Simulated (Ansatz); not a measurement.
Grey tin (α-Sn), relaxed in Ansatz (plane waves) with several semilocal functionals. Each gives its own volume and its own bulk modulus:

```
level   V0 (Å³/atom)  bulk modulus B0 (GPa)   ln V0   ln B0
------  ------------  ---------------------  ------  ------
LDA           33.889                  44.27  3.5231  3.7903
r²SCAN        35.385                  42.94  3.5663  3.7598
PBE           36.848                  35.05  3.6068  3.5568
```

Fit a straight line to ln B0 against ln V0. What does it predict for PBEsol, whose volume is 34.945 Å³/atom?

With x = ln V0 and y = ln B0: means 3.56540 and 3.70230; Σ(Δx Δy) = -0.009694, Σ(Δx²) = 0.003504, so the slope is -2.77. At x = 3.5538 the line gives y = 3.70230 + (-2.77) × (3.5538 − 3.56540) = 3.7344, or 41.86 GPa. The run with PBEsol gives 40.96 GPa, -2.2 % from the line. The rows used scatter about it by up to 6.2 %, while the largest value lies 26 % above the smallest. For comparison, PBE's own equation of state has B′ = 4.8, the slope −d ln B/d ln V at a fixed functional; the two needn't agree, since functionals also differ at one volume.

Measured: 42.8 GPa (measured, 0 K value with the zero-point phonon effect removed; as tabulated in Mejia-Rodriguez and Trickey (2018), arXiv:1807.09216).

Ansatz's density-functional and Hartree–Fock values are scalar-relativistic unless marked +SOC, with PAW data made under PBE.

Ansatz is a quantum-chemistry and plane-wave program.
